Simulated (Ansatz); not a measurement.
# CH4BF: the cost of one run

All numbers below are computed with Ansatz 0.2.0 (RKS PBE0-D4/def2-SVP).

**1. The structure to begin with**

Bond lengths: B1–H2 1.190 Å, B1–F3 1.320 Å, B1–C4 1.600 Å, C4–H5 1.110 Å, C4–H6 1.110 Å, C4–H7 1.110 Å. Angles: H2–B1–F3 120.0°, H2–B1–C4 120.0°, F3–B1–C4 120.0°, B1–C4–H5 109.5°, B1–C4–H6 109.5°, B1–C4–H7 109.5°, H5–C4–H6 109.4°, H5–C4–H7 109.4°, H6–C4–H7 109.4°.

As a file:

```xyz
7

B     0.0000    0.0000    0.0000
H     0.0000    0.0000    1.1900
F     1.1431    0.0000   -0.6600
C    -1.3856    0.0000   -0.8000
H    -1.9458   -0.9305   -0.5708
H    -1.9898    0.8797   -0.4946
H    -1.1839    0.0508   -1.8903
```

**2. Preparing the start**

input.yaml reads:

```yaml
crystal:
  periodic: [false, false, false]
  atoms:
    - { symbol: B, position_ang: [0.0, 0.0, 0.0] }
    - { symbol: H, position_ang: [0.0, 0.0, 1.19] }
    - { symbol: F, position_ang: [1.1431, 0.0, -0.66] }
    - { symbol: C, position_ang: [-1.3856, 0.0, -0.8] }
    - { symbol: H, position_ang: [-1.9458, -0.9305, -0.5708] }
    - { symbol: H, position_ang: [-1.9898, 0.8797, -0.4946] }
    - { symbol: H, position_ang: [-1.1839, 0.0508, -1.8903] }
basis:
  gaussian: { orbitals: def2-SVP }
hamiltonian:
  xc: pbe0
  dispersion: d4
relax:
  f_tol: 0.02
  max_steps: 40
output:
  orbitals: {}
```

Run with:

```
> ansatz run input.yaml --threads 1 --pin off --max-ram 2048MiB --backend cpu --events-out ev --progress --plain --runs-dir out
```

Q: Estimate wall time and peak memory on 1 thread of Arm Neoverse V1, shared host.

About 8.9 s, with a peak of 0.13 GiB.
